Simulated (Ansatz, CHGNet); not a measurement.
For 2H MoS2, the machine-learned potential CHGNet-r²SCAN (trained on r²SCAN data) gives:

lattice constant a: 3.185 Å
lattice parameter c: 13.075 Å

What does r²SCAN+rVV10 (plane waves, PAW; Ansatz, a first-principles code) give for the same quantities?


- lattice constant a: 3.173 Å (decreases by 0.4 %)
- lattice parameter c: 12.435 Å (falls by 4.9 %)

For comparison: lattice constant a 3.16 Å (measured, 300 K, not corrected to a static lattice; as tabulated in arXiv:1605.07067); lattice parameter c 12.294 Å (measured, 300 K, no zero-point or thermal correction; as tabulated in arXiv:1605.07067).

Changes are worked out from the printed values.

Unless a cell is named, each level is at its own relaxed cell (CHGNet-r²SCAN 19.15, r²SCAN+rVV10 18.07 Å³/atom).

The crystal itself was run without spin with r²SCAN+rVV10; a magnetic state was not tried in these runs.

Ansatz's density-functional and Hartree–Fock values are scalar-relativistic unless marked +SOC, with PAW data made under PBE.
